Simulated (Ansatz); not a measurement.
Fluorite SrCl2: PBE at its full settings (plane-wave cutoff 520 eV, 8×8×8 k mesh, Fermi–Dirac smearing 0.01 eV, scalar-relativistic PAW data made under PBE) and at cheaper ones, in a cell of 3 atoms with Γ-centred meshes.

```csv
level and setting,equilibrium lattice constant a (Å),bulk modulus B0 (GPa)
PBE (Ansatz),7.041,33.6
PBE (300 eV cutoff) (Ansatz),7.043,33.6
PBE (Γ point alone) (Ansatz),6.949,28.6
PBE (2×2×2 k mesh) (Ansatz),7.056,33.7
PBE (4×4×4 k mesh) (Ansatz),7.041,33.6
PBE (6×6×6 k mesh) (Ansatz),7.041,33.6
PBE (Fermi-Dirac smearing of 0.3 eV) (Ansatz),7.041,33.6
```

Largest shifts from the full settings: lattice constant a -1.31 % (PBE (Γ point alone)), against a difference of +0.96 % of the full result from the reference 6.974 Å (measured, room temperature, no zero-point or thermal correction; as tabulated in Kanchana et al., Calculated structural, elastic and electronic properties of …); bulk modulus -14.9 % (PBE (Γ point alone)), against a difference of -2.0 % of the full result from the reference 34.3 GPa (measured, temperature not stated, not corrected to a static lattice, from elastic constants; as tabulated in Kanchana et al., Calculated structural, elastic and electronic properties of …).

Ansatz's density-functional and Hartree–Fock values are scalar-relativistic unless marked +SOC, with PAW data made under PBE.

Run with cheap settings on purpose, which may leave them unconverged: PBE (2×2×2 k mesh), PBE (300 eV cutoff), PBE (4×4×4 k mesh), PBE (6×6×6 k mesh), PBE (Fermi-Dirac smearing of 0.3 eV), PBE (Γ point alone).

Ansatz is an electronic-structure program.
